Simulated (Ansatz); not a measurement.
A made-up structure of B₂H₃Cl, singlet:

```tsv
atom	x (Å)	y (Å)	z (Å)
B1	-0.3072	0.0588	-0.8190
B2	0.3904	-0.1810	0.6610
Cl3	0.8499	-1.3721	-0.5488
H4	0.1078	0.8828	-1.5835
H5	-1.2585	-0.5762	-1.1760
H6	1.2783	-0.9445	0.9055
```

It is relaxed with PBE-D4/def2-SVP and then PBE0-D4/def2-TZVP (Ansatz 0.2.0). Atoms count as bonded within 1.22 times the sum of their covalent radii (H–H: 0.88 Å). The end point is not checked to be a true minimum.

(1) Does its bonding change? (Judge from chemistry; the calculation decides.)

## Answers

(1) The calculation gives: Yes. Formed: none; broken: B1–Cl3, Cl3–H6.

Where it ends: The first stage lowers the energy by 3.66 eV in 15 steps. It ends as B₂H₃Cl ([BH2][BH][Cl]):
```
6
angstrom
B -0.4130 0.1478 -0.8359
B 0.6663 -0.6974 0.0889
Cl 1.5324 -2.0191 -0.6704
H -0.0810 1.1101 -1.4680
H -1.5631 -0.1784 -0.9159
H 0.9193 -0.4953 1.2403
```

Labels in which every atom is bracketed show which atoms are joined, not bond orders.

For scale, one of the runs: PBE0-D4/def2-TZVP relaxation, 117 basis functions, launched by `ansatz run in.yaml --threads 2 --pin off --events-out ev --progress --plain --max-ram 4352MiB`. Hardware: 2 CPU threads of an Intel Xeon 6975P-C, shared host. Wall time about 9 s.
